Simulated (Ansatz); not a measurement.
The standard entropy of C3H3 (propargyl radical) from a frequency calculation

A doublet with charge 0, relaxed at UPBE0-D4/def2-TZVP (Ansatz 0.2.0):

```xyz
6

C    -1.2974   -0.3720   -0.6607
C    -0.2433   -0.0698   -0.1240
C     0.9337    0.2678    0.4753
H    -2.2160   -0.6357   -1.1281
H     1.8651    0.2344   -0.0758
H     0.9580    0.5754    1.5132
```

Harmonic wavenumbers in cm⁻¹: 359, 408, 472, 643, 690, 1025, 1100, 1451, 2017, 3165, 3260, 3474.

Masses in u: C 12.011, H 1.008. Take T = 298.15 K, p = 1 bar, R = 8.3145 J/(mol K), kT/hc = 207.22 cm⁻¹, rigid rotor and harmonic oscillator.

Compute the standard molar entropy.


1. Translation (Sackur–Tetrode): S = R[3/2 ln M + 5/2 ln T − 1.1517] with M = 39.057 gives 154.6 J/(mol K).
2. Rotation: principal moments 1.746, 52.619, 54.365 u Å² give A, B, C = 9.6557, 0.3204, 0.3101 cm⁻¹; the symmetry number is σ = 2; q = (√π/σ)√((kT/hc)³/ABC) = 2699; S = R(ln q + 3/2) = 78.2.
3. Vibration: with u = ν̃/207.22, each mode gives R[u/(eᵘ − 1) − ln(1 − e⁻ᵘ)]; the sum is 15.3, most from 359 cm⁻¹ (4.7), 408 cm⁻¹ (3.9), 472 cm⁻¹ (3.1).
4. Electronic: R ln 2 = 5.8, from the spin multiplicity alone.
5. Sum: 154.6 + 78.2 + 15.3 + 5.8 = 253.9 J/(mol K).

No measured value is set beside it here.
